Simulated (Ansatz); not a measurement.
**BH5O: small, medium and large basis sets**

One table from this session's results is given with a row withheld; the runs are named, their logs left out.

The runs use Ansatz 0.2.0, Gaussian basis; one geometry, several basis sets.

Plan: PBE0-D4/def2-SVP; ωB97M-V/def2-SVP; PBE0-D4/def2-QZVPP; ωB97M-V/def2-QZVPP; CCSD(T)/cc-pV(D+d)Z; CCSD(T)/cc-pV(T+d)Z; CCSD(T)/cc-pV(Q+d)Z; the functionals' def2-TZVPP values are taken from earlier runs.

### Structure used throughout

All runs share one geometry, relaxed beforehand with PBE0-D4 in a triple-zeta def2 set.

SMILES `[BH3-][OH2+]`, 7 atoms, charge 0, spin multiplicity 1.

Atoms are counted from 1 here; the program's logs count them from 0.

Bond lengths: B1–O2 1.687 Å, B1–H3 1.204 Å, B1–H4 1.204 Å, B1–H5 1.210 Å, O2–H6 0.964 Å, O2–H7 0.964 Å. Angles: O2–B1–H3 102.0°, O2–B1–H4 102.0°, O2–B1–H5 103.6°, H3–B1–H4 115.8°, H3–B1–H5 115.2°, H4–B1–H5 115.2°, B1–O2–H6 108.5°, B1–O2–H7 108.5°, H6–O2–H7 107.3°.

As a file:

```xyz
7
BH5O
B    -0.31213   -0.54712   -0.34531
O     0.36411    0.56377    0.72989
H     0.29491   -1.55271   -0.08038
H    -1.47184   -0.53398   -0.02153
H    -0.07474   -0.07254   -1.43306
H    -0.04189    1.42419    0.57534
H     1.30288    0.65039    0.52925
```

The first run:

The input, in.yaml:

```yaml
crystal:
  periodic: [false, false, false]
  atoms:
    - {symbol: B, position_ang: [-0.312130, -0.547118, -0.345311]}
    - {symbol: O, position_ang: [0.364112, 0.563770, 0.729894]}
    - {symbol: H, position_ang: [0.294910, -1.552710, -0.080380]}
    - {symbol: H, position_ang: [-1.471841, -0.533979, -0.021528]}
    - {symbol: H, position_ang: [-0.074741, -0.072542, -1.433060]}
    - {symbol: H, position_ang: [-0.041890, 1.424190, 0.575337]}
    - {symbol: H, position_ang: [1.302880, 0.650389, 0.529247]}
basis:
  gaussian: {orbitals: def2-SVP}
hamiltonian: {xc: pbe0, dispersion: d4}
output: {orbitals: {seedname: orbitals}}
```

Command:

```sh
$ ansatz run in.yaml --threads 4 --pin off --events-out ev --progress --plain --max-ram 10444MiB
```

Among the steps run: PBE0-D4 in def2-SVP; ωB97M-V in def2-SVP; PBE0-D4 in def2-QZVPP; ωB97M-V in def2-QZVPP.

One of the session's tables, all rows but one given; the rest of the session is left out.

```
functional       basis  HOMO (eV)
   PBE0-D4    def2-SVP      -7.99
   PBE0-D4  def2-TZVPP      -8.13
   PBE0-D4  def2-QZVPP      -8.15
   ωB97M-V    def2-SVP          ?
   ωB97M-V  def2-TZVPP     -10.51
   ωB97M-V  def2-QZVPP     -10.53
```

Q: Estimate the row for ωB97M-V, def2-SVP from the others.

As computed: HOMO (eV): -10.32. In the column «HOMO (eV)» it lies between ωB97M-V, def2-TZVPP (-10.51) and PBE0-D4, def2-QZVPP (-8.15).
